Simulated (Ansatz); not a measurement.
# BNHS (quartet): from Hartree-Fock to the top rungs at distance B1–S2 = 1.579 Å, cc-pVDZ

One table from this session's results is given with a row withheld; the runs are named, their logs left out.

Program: Ansatz 0.2.0, Gaussian basis. Level of theory: cc-pVDZ, core rule «outside noble gas», up to 7 orbitals frozen. These are calculated values, not measurements.

Plan: UHF; CCSD(T) on ROHF; CCSD(T) on UHF; BCCD(T) on ROHF; CISD; CCSDT(Q) on ROHF; CCSDT(Q) on UHF; CASSCF and MRCISD+Q, 5 electrons in 5 orbitals; CASSCF and NEVPT2, 5 electrons in 5 orbitals; CASSCF and NEVPT2, 11 electrons in 11 orbitals.

42 further runs of the same task are left out: 5 for a known fault of the program, 1 for a mislabelled method, 29 that didn't finish, 7 set aside as unsound or not needed.

## The system

The geometry derives from a PBE0/def2-TZVP stationary point (not a proven minimum). One bond is set to the value named and the two fragments are kept rigid.

4 atoms, charge 0, spin multiplicity 4.

Atoms are counted from 1 here; the program's logs count them from 0.

Bond lengths: B1–S2 1.579 Å, S2–N3 1.651 Å, N3–H4 1.029 Å. Angles: B1–S2–N3 108.3°, S2–N3–H4 104.0°.

Set-up of the first run:

Contents of in.yaml:

```yaml
crystal:
  periodic: [false, false, false]
  atoms:
    - {symbol: B, position_ang: [0.000000, -0.571027, 1.379069]}
    - {symbol: S, position_ang: [0.000000, 0.406441, 0.138989]}
    - {symbol: N, position_ang: [0.000000, -0.503540, -1.238897]}
    - {symbol: H, position_ang: [0.000000, 0.192271, -1.997088]}
basis:
  gaussian: {orbitals: cc-pVDZ}
magnetization: {spin_polarized: true, initial_magnetization: 3}
hamiltonian: {xc: hf}
output: {orbitals: {seedname: orbitals}}
```

The run is started by

```bash
> ansatz run in.yaml --threads 1 --pin off --events-out ev --progress --plain --max-ram 2393MiB
```

Steps of the session up to this table: UHF; CCSD(T) on ROHF; CCSD(T) on UHF; BCCD(T) on ROHF; CISD; CCSDT(Q) on ROHF; CCSDT(Q) on UHF; CASSCF and MRCISD+Q, 5 electrons in 5 orbitals; CASSCF and NEVPT2, 5 electrons in 5 orbitals; CASSCF and NEVPT2, 11 electrons in 11 orbitals.

One table of the session follows, with a row left open; its other results are not shown here.

It belongs to the step «Misses and costs». 

```
        method  from UCCSDT(Q) (meV)
          ROHF               +9871.4
           UHF                     ?
          RMP2               +1377.7
          UMP2               +1357.7
          CISD               +1382.4
         RCCSD                +402.4
         UCCSD                +392.6
      RCCSD(T)                 +69.9
      UCCSD(T)                 +70.9
       BCCD(T)                 +65.7
        RCCSDT                 +30.8
        UCCSDT                 +29.5
     RCCSDT(Q)                  +2.7
     UCCSDT(Q)                     0
CASSCF valence               +7237.3
NEVPT2 valence               +1308.4
```

**Question.** Estimate the row for UHF.

As computed: from UCCSDT(Q) (meV): +9546.1. In the column «from UCCSDT(Q) (meV)» it lies between CASSCF valence (+7237.3) and ROHF (+9871.4).

Left out of the table: CASSCF pair, NEVPT2 pair, MRCISD pair, MRCISD+Q pair (the active space lost an orbital or holds another state than full CI finds).

To keep in mind: Restricted and unrestricted rows rest on different reference determinants; where their highest levels disagree by more than a few hundredths of an eV, they describe different states and don't form one ladder. Warnings in the runs' records: passed over end.
